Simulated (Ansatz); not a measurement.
Correlation energies of C₄H₅N, SMILES `CC1=CC=N1` by basis set

```xyz
10

C     0.7197    1.3659    0.1777
C     0.0614    0.0720    0.0212
C    -1.0401   -0.4802   -0.4831
C    -0.4386   -1.7850    0.0357
N     0.6271   -1.2819    0.5285
H     0.8830    1.5749    1.2407
H     0.1307    2.1704   -0.2642
H     1.7102    1.3393   -0.2896
H    -1.9224   -0.1408   -1.0058
H    -0.7310   -2.8347    0.0389
```

The species carries charge 0 and has multiplicity 1. All single points use the PBE0-D4/def2-TZVP geometry. Frozen core, restricted reference, Ansatz. CBS rows extrapolate triple and quadruple zeta; past MP2 they add the triple-zeta difference.

| basis | HF (Eh) | MP2 corr. | CCSD corr. | (T) | CCSD(T) total |
| --- | --- | --- | --- | --- | --- |
| def2-SVP | -208.53432 | -0.69065 | -0.73238 | -0.03052 | -209.29722 |
| def2-TZVPP | -208.77269 | -0.83736 | -0.86621 | -0.04444 | -209.68334 |
| def2-QZVPP | -208.78199 | -0.89130 | – | – | – |
| CBS(def2) | -208.78328 | -0.93126 | -0.96011 | as TZ | -209.78783 |
